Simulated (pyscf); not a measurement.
Elementary routes open to `[Cl][Si]([Cl])[Cl]` [doublet] + `[NH3]` in the gas phase (doublet surface):
A. `[Cl][SiH]([Cl])[Cl]` + `[NH2]` [doublet] (H–N broken; H–Si formed)
B. `[NH2][Si]([Cl])([Cl])[Cl]` + `[H]` [doublet] (H–N broken; N–Si formed)

Structures and frequencies: ωB97X-D3(BJ)/def2-SVP in PySCF.

**Question.** Rank the routes by free-energy barrier at 1200 K, lowest first, for ωB97M-D3(BJ)/def2-TZVP energies (ideal gas, 1 atm, RRHO with modes under 100 cm⁻¹ raised to 100, one conformer, R ln 2 for chiral ones without a mode under 150 cm⁻¹).

**Answer.** A (2.28 eV), B (2.41 eV)

Route A is the fastest of these, ahead of the next by 0.12 eV. The most stable products are those of B (ΔG = +0.06 eV), whose barrier is 0.12 eV higher: the kinetic and the thermodynamic product differ. At 298 K B takes the lead. B: On the reactant side the descent ends in a bound adduct, 0.46 eV under the separated species and 1.38 eV under the saddle at ωB97X-D3(BJ)/def2-TZVP. Only these routes are compared; each barrier is that of the saddle found, and lower ones may exist.
